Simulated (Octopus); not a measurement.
# SO2F2 (sulfuryl fluoride), step by step

Aim: a series of 10 runs (PW92 LDA) of F2O2S. The setting varied is the grid spacing. 

Program for the calculation: Octopus 16.4.

6 further runs of the same task are left out: 6 set aside as unsound or not needed.

### Step 1. The system as given

The species is SO2F2 (5 atoms), meant as a singlet with charge 0. As SMILES, `O=S(=O)(F)F`. The shape is that of a PBE0-D4/def2-TZVP optimisation.

Bond lengths: O1–S2 1.404 Å, S2–O3 1.404 Å, S2–F4 1.539 Å, S2–F5 1.539 Å. Angles: O1–S2–O3 124.9°, O1–S2–F4 108.1°, O1–S2–F5 108.1°, O3–S2–F4 108.1°, O3–S2–F5 108.1°, F4–S2–F5 95.6°.

### Step 2. Energy and gradient at PW92 LDA (scalar, in the pseudopotentials, pseudodojo_lda potentials, box margin 4 angstrom, extra states 0, grid spacing 0.195 angstrom, mix field default) (run 1)

File geometry.xyz:

```xyz
5

O     -0.388200    -0.151100     1.421680
S      0.070900    -0.096900     0.095880
O      1.129600    -0.862200    -0.418720
F     -1.140900    -0.267600    -0.837420
F      0.328600     1.377800    -0.261420
```

Run with:

```sh
OMP_NUM_THREADS=1 octopus > gs.log
```

What it wrote:

```text
Version                : 16.4
[... 72 lines left out ...]
** Warning:
[... 84 lines left out ...]
Converged eigenvectors: 0
#  State  Eigenvalue [eV]  Occupation    Error
[... 9 lines left out ...]
Converged eigenvectors: 0
#  State  Eigenvalue [eV]  Occupation    Error
[... 49 lines left out ...]
Converged eigenvectors: 0
#  State  Eigenvalue [eV]  Occupation    Error
[... 9 lines left out ...]
Converged eigenvectors: 0
#  State  Eigenvalue [eV]  Occupation    Error
[... 6 lines left out ...]
Info: SCF converged in   17 iterations
[... 1 line left out ...]
**   Some of the states are not fully converged!
[... 1 line left out ...]
Octopus emitted 3 warnings.
```

It took 20 s on 1 thread of Intel Xeon Platinum 8375C at 2.90GHz (Ice Lake), shared host; peak memory 0.093 GiB.

### Step 3. The distorted shape: energy and forces at PW92 LDA (scalar, in the pseudopotentials, pseudodojo_lda potentials, box margin 4 angstrom, extra states 0, grid spacing 0.195002 angstrom, mix field default) (run 2)

File geometry.xyz:

```xyz
5

O     -0.267014    -0.134029     1.515015
S      0.192086    -0.079829     0.189215
O      1.250786    -0.845129    -0.325385
F     -1.625645    -0.335883    -1.210759
F      0.449786     1.394871    -0.168085
```

Run with:

```sh
OMP_NUM_THREADS=1 octopus > gs.log
```

What it wrote:

```text
Version                : 16.4
[... 72 lines left out ...]
** Warning:
[... 84 lines left out ...]
Converged eigenvectors: 0
#  State  Eigenvalue [eV]  Occupation    Error
[... 9 lines left out ...]
Converged eigenvectors: 0
#  State  Eigenvalue [eV]  Occupation    Error
[... 67 lines left out ...]
Converged eigenvectors: 2
#  State  Eigenvalue [eV]  Occupation    Error
[... 9 lines left out ...]
Converged eigenvectors: 2
#  State  Eigenvalue [eV]  Occupation    Error
[... 6 lines left out ...]
Info: SCF converged in   23 iterations
[... 1 line left out ...]
**   Some of the states are not fully converged!
[... 1 line left out ...]
Octopus emitted 3 warnings.
```

Wall time 43 s (1 thread of Intel Xeon Platinum 8375C at 2.90GHz (Ice Lake), shared host); peak memory 0.1 GiB.

### Step 4. Energy and forces at PW92 LDA (scalar, in the pseudopotentials, pseudodojo_lda potentials, box margin 4 angstrom, extra states 0, grid spacing 0.172 angstrom, mix field default) (run 3)

File geometry.xyz:

```xyz
5

O     -0.388200    -0.151100     1.421680
S      0.070900    -0.096900     0.095880
O      1.129600    -0.862200    -0.418720
F     -1.140900    -0.267600    -0.837420
F      0.328600     1.377800    -0.261420
```

Run with:

```sh
OMP_NUM_THREADS=1 octopus > gs.log
```

What it wrote:

```text
Version                : 16.4
[... 74 lines left out ...]
** Warning:
[... 87 lines left out ...]
Converged eigenvectors: 0
#  State  Eigenvalue [eV]  Occupation    Error
[... 9 lines left out ...]
Converged eigenvectors: 0
#  State  Eigenvalue [eV]  Occupation    Error
[... 52 lines left out ...]
Converged eigenvectors: 1
#  State  Eigenvalue [eV]  Occupation    Error
[... 9 lines left out ...]
Converged eigenvectors: 0
#  State  Eigenvalue [eV]  Occupation    Error
[... 6 lines left out ...]
Info: SCF converged in   18 iterations
[... 1 line left out ...]
**   Some of the states are not fully converged!
[... 1 line left out ...]
Octopus emitted 4 warnings.
```

It took 44 s on 1 thread of Intel Xeon Platinum 8375C at 2.90GHz (Ice Lake), shared host; peak memory 0.12 GiB.

Runs 4 to 9 aren't shown in full; the table further down has their settings and results.

### Step 5. The distorted shape: energy and gradient at PW92 LDA (scalar, in the pseudopotentials, pseudodojo_lda potentials, box margin 4 angstrom, extra states 0, grid spacing 0.117 angstrom, mix field default) (run 10)

File geometry.xyz:

```xyz
5

O     -0.267014    -0.134029     1.515015
S      0.192086    -0.079829     0.189215
O      1.250786    -0.845129    -0.325385
F     -1.625645    -0.335883    -1.210759
F      0.449786     1.394871    -0.168085
```

Run with:

```sh
OMP_NUM_THREADS=1 octopus > gs.log
```

What it wrote:

```text
Version                : 16.4
[... 74 lines left out ...]
** Warning:
[... 87 lines left out ...]
Converged eigenvectors: 0
#  State  Eigenvalue [eV]  Occupation    Error
[... 9 lines left out ...]
Converged eigenvectors: 0
#  State  Eigenvalue [eV]  Occupation    Error
[... 79 lines left out ...]
Converged eigenvectors: 2
#  State  Eigenvalue [eV]  Occupation    Error
[... 9 lines left out ...]
Converged eigenvectors: 1
#  State  Eigenvalue [eV]  Occupation    Error
[... 6 lines left out ...]
Info: SCF converged in   27 iterations
[... 1 line left out ...]
**   Some of the states are not fully converged!
[... 1 line left out ...]
Octopus emitted 4 warnings.
```

Run time: 3.3 min. Hardware: 1 thread of Intel Xeon Platinum 8375C at 2.90GHz (Ice Lake), shared host; peak memory 0.34 GiB.

### Step 6. Overview of the runs

```csv
run,level,grid spacing,box margin,partner,energy (Eh),dipole moment (D),HOMO energy (eV),wall time
1,"PW92 LDA (scalar, in the pseudopotentials, pseudodojo_lda potentials, box margin 4 angstrom, extra states 0, grid spacing 0.195 angstrom, mix field default)",0.195,4,base,-93.319008,1.10,-9.17,20 s
2,"PW92 LDA (scalar, in the pseudopotentials, pseudodojo_lda potentials, box margin 4 angstrom, extra states 0, grid spacing 0.195002 angstrom, mix field default)",0.195002,4,S2–F4 2.31 Å,-93.210541,2.80,-8.76,43 s
3,"PW92 LDA (scalar, in the pseudopotentials, pseudodojo_lda potentials, box margin 4 angstrom, extra states 0, grid spacing 0.172 angstrom, mix field default)",0.172,4,base,-93.209163,1.11,-9.15,44 s
4,"PW92 LDA (scalar, in the pseudopotentials, pseudodojo_lda potentials, box margin 4 angstrom, extra states 0, grid spacing 0.171983 angstrom, mix field default)",0.171983,4,S2–F4 2.31 Å,-93.104431,2.81,-8.74,63 s
5,"PW92 LDA (scalar, in the pseudopotentials, pseudodojo_lda potentials, box margin 4 angstrom, extra states 0, grid spacing 0.15 angstrom, mix field default)",0.15,4,base,-93.179981,1.10,-9.14,38 s
6,"PW92 LDA (scalar, in the pseudopotentials, pseudodojo_lda potentials, box margin 4 angstrom, extra states 0, grid spacing 0.15 angstrom, mix field default)",0.15,4,S2–F4 2.31 Å,-93.075353,2.82,-8.74,76 s
7,"PW92 LDA (scalar, in the pseudopotentials, pseudodojo_lda potentials, box margin 4 angstrom, extra states 0, grid spacing 0.132 angstrom, mix field default)",0.132,4,base,-93.170852,1.10,-9.14,64 s
8,"PW92 LDA (scalar, in the pseudopotentials, pseudodojo_lda potentials, box margin 4 angstrom, extra states 0, grid spacing 0.132 angstrom, mix field default)",0.132,4,S2–F4 2.31 Å,-93.065992,2.82,-8.74,1.9 min
9,"PW92 LDA (scalar, in the pseudopotentials, pseudodojo_lda potentials, box margin 4 angstrom, extra states 0, grid spacing 0.117001 angstrom, mix field default)",0.117001,4,base,-93.165450,1.10,-9.14,1.7 min
10,"PW92 LDA (scalar, in the pseudopotentials, pseudodojo_lda potentials, box margin 4 angstrom, extra states 0, grid spacing 0.117 angstrom, mix field default)",0.117,4,S2–F4 2.31 Å,-93.060653,2.82,-8.74,3.3 min
```

Convergence of the total energy of singlet SO2F2 with the grid spacing, against the last point:

```csv
grid spacing,from the last (mEh),wall time
0.195 Å,-153.559,20 s
0.172 Å,-43.713,44 s
0.15 Å,-14.532,38 s
0.132 Å,-5.403,64 s
0.117001 Å,+0.000,1.7 min
```

Convergence of the HOMO energy of singlet SO2F2 with the grid spacing, against the last point:

```csv
grid spacing,from the last (eV),wall time
0.195 Å,-0.0389,20 s
0.172 Å,-0.0102,44 s
0.15 Å,-0.0029,38 s
0.132 Å,-0.0016,64 s
0.117001 Å,+0.0000,1.7 min
```

### Step 7. Results

```
                                                                                               quantity         value
                                                                  distorted shape, run 10: total energy  -93.06065 Eh
                                                                 distorted shape, run 10: dipole moment        2.82 D
                                                                   distorted shape, run 10: HOMO energy      -8.74 eV
                                                      distorted shape, run 10: largest force on an atom    3.856 eV/Å
 energy change with the S2–F4 bond stretched from 1.539 to 2.309 Å, PW92 LDA (run 5, grid spacing 0.15)      2.847 eV
energy change with the S2–F4 bond stretched from 1.539 to 2.309 Å, PW92 LDA (run 7, grid spacing 0.132)      2.853 eV
```

What this shows: For the total energy of singlet SO2F2 to stay within 10 mEh of the last point, 0.132 Å is the first point of the series from which all later ones do (64 s against 1.7 min). For the HOMO energy of singlet SO2F2 to stay within 0.02 eV of the last point, 0.172 Å is the first point of the series from which all later ones do (44 s against 1.7 min). For the HOMO energy of singlet SO2F2 to stay within 0.005 eV of the last point, 0.15 Å is the first point of the series from which all later ones do (38 s against 1.7 min). All runs together took 13 min, the longest 3.3 min.
